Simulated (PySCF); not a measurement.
Name the molecule from its bond curve

A diatomic of charge +1 contains Li. Its singlet curve at B3LYP in a double-zeta basis (no relativity, PySCF), in eV from the separated fragments:

(R (Å), E (eV)): (2.499, -0.690), (2.615, -0.777), (2.732, -0.825), (2.819, -0.843), (2.906, -0.847), (2.993, -0.842), (3.109, -0.822), (3.255, -0.785), (3.429, -0.727), (3.662, -0.641)

The fit gives ωe = 260 cm⁻¹ and the rotational constant Bₑ = 0.3698 cm⁻¹.

Which atom is the partner?

The minimum lies at 2.898 Å, so the reduced mass is 16.8576 u Å² cm⁻¹/(Bₑ·Re²) = 5.428 u. With Li at 7.02 u the partner weighs about 23.9 u: Mg. The molecule is LiMg⁺.

Closed-shell solutions of metal pairs were not tested for spin polarisation, which can lower them a little.
